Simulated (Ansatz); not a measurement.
Ansatz (an electronic-structure program) input (CCSD(T)/aug-cc-pVDZ):

Ansatz 0.2 input:
```yaml
crystal:
  periodic: [false, false, false]
  atoms:
    - {symbol: C, position_ang: [-0.71022460, 0.07832482, 0.06152043]}
    - {symbol: C, position_ang: [0.71022460, -0.07832482, -0.06152043]}
    - {symbol: H, position_ang: [-1.28075570, -0.41847643, -0.79118062]}
    - {symbol: H, position_ang: [-1.08454656, 1.05197896, -0.39815009]}
    - {symbol: H, position_ang: [-1.16860170, -0.11789931, 1.02449045]}
    - {symbol: H, position_ang: [1.08454656, -1.05197896, 0.39815009]}
    - {symbol: H, position_ang: [1.28075570, 0.41847643, 0.79118062]}
    - {symbol: H, position_ang: [1.16860170, 0.11789931, -1.02449045]}
basis:
  gaussian:
    orbitals: aug-cc-pVDZ
total_charge: 1
magnetization: {spin_polarized: true, initial_magnetization: 1}
correlation: {method: ccsd_t, electrons: outside_noble_gas}
output: {forces: true}
```

Output:

```
Functional definition: HF
integrals: 0.21 GiB planned
978 factors; integrals over basis functions are off by at most 4.9e-4 eV
mean field: 0.26 GiB planned
mean field evaluation 1: about -2140.7291 eV, gradient 2.9e1 eV
mean field evaluation 2: about -2140.7333 eV, gradient 2.9e1 eV
mean field evaluation 4: about -2144.8386 eV, gradient 1.9e0 eV
mean field evaluation 8: about -2144.8854 eV, gradient 2.1e-1 eV
mean field evaluation 16: about -2144.8335 eV, gradient 1.9e0 eV
mean field evaluation 32: about -2141.8231 eV, gradient 5.2e0 eV
mean field evaluation 64: about -2142.0590 eV, gradient 5.1e-2 eV
mean field -2144.88637146 eV, -78.8231202951 hartree, gradient 2.6e-6 eV, S^2 0.771101; 2 other end points of the search recorded, 0 dependent functions left out
2 core orbitals not correlated
reference -2144.88637146 eV, -78.8231202951 hartree; 7, 6 occupied and 91, 92 virtual orbitals, 978 factors
too little memory for Intel AMX tiles; the run may be slower
densities: 1.30 GiB planned
second order -8.10644951 eV of doubles, -0.00000000 eV of singles
coupled cluster: 0.78 GiB planned
cycle   1  -8.73170152 eV  change   -6.3e-1 eV  update   5.9e-2
cycle   2  -8.98921788 eV  change   -2.6e-1 eV  update   2.0e-2
cycle   3  -9.01479231 eV  change   -2.6e-2 eV  update   5.8e-3
cycle   4  -9.01402460 eV  change    7.7e-4 eV  update   1.8e-3
cycle   5  -9.01383055 eV  change    1.9e-4 eV  update   5.4e-4
cycle   6  -9.01384766 eV  change   -1.7e-5 eV  update   1.6e-4
cycle   7  -9.01386826 eV  change   -2.1e-5 eV  update   3.9e-5
cycle   8  -9.01386915 eV  change   -8.9e-7 eV  update   9.8e-6
cycle   9  -9.01386705 eV  change    2.1e-6 eV  update   2.9e-6
cycle  10  -9.01386693 eV  change    1.2e-7 eV  update   8.3e-7
cycle  11  -9.01386714 eV  change   -2.2e-7 eV  update   2.5e-7
perturbative correction -0.29636818 eV, -0.0108913298 hartree
the calculation of the forces begins
Total energy: -2154.19660679 eV, -79.1652651326 hartree
Atom 0 at    -0.710225     0.078325     0.061520 Å, force    -0.125036    -0.047549     0.240317 eV/Å
Atom 1 at     0.710225    -0.078325    -0.061520 Å, force     0.125036     0.047549    -0.240317 eV/Å
Atom 2 at    -1.280756    -0.418476    -0.791181 Å, force    -0.158831    -0.065516    -0.308412 eV/Å
Atom 3 at    -1.084547     1.051979    -0.398150 Å, force    -0.117391     0.245054    -0.225401 eV/Å
Atom 4 at    -1.168602    -0.117899     1.024490 Å, force    -0.185939    -0.088306     0.423207 eV/Å
Atom 5 at     1.084547    -1.051979     0.398150 Å, force     0.117391    -0.245054     0.225401 eV/Å
Atom 6 at     1.280756     0.418476     0.791181 Å, force     0.158831     0.065516     0.308412 eV/Å
Atom 7 at     1.168602     0.117899    -1.024490 Å, force     0.185939     0.088306    -0.423207 eV/Å
Dipole moment:    -0.000000     0.000000    -0.000000 e Å
```
